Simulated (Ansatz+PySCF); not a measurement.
Two shapes of quartet H₂Cl.

Shape 1:

```xyz
3

Cl    0.0000    0.0000    0.0000
H     1.6611    0.0000    0.9591
H    -1.6611    0.0000    0.9591
```

Shape 2:

```xyz
3

Cl    0.0000    0.0000    0.0000
H     1.2800    0.0000    0.0000
H    -1.2800    0.0000    0.0000
```

Basis set: 6-31G (spherical functions). Correlated methods keep 5 orbitals frozen. Correlation on ROHF uses semicanonical orbitals with singles. Charge 0, multiplicity 4.

Computed with Ansatz (development build ahead of 0.2.0); the reference of a correlated method needn't be the lowest determinant of its kind.

Problem. Which shape is lower in energy, and by how much in each method?

Solution.

```json
{"method": "ROHF-CCSD", "E(2) − E(1) (eV)": "8.477"}
{"method": "UHF-CCSD", "E(2) − E(1) (eV)": "8.477"}
{"method": "ROHF-CCSD(T)", "E(2) − E(1) (eV)": "8.477"}
{"method": "UHF-CCSD(T)", "E(2) − E(1) (eV)": "8.477"}
{"method": "full CI (lowest root of this spin)", "E(2) − E(1) (eV)": "8.477"}
```

Shape 1 is lower. Caution: another spin multiplicity may lie lower. Caution for ROHF-CCSD, UHF-CCSD, ROHF-CCSD(T), UHF-CCSD(T): the reference determinant was not shown to be the lowest.
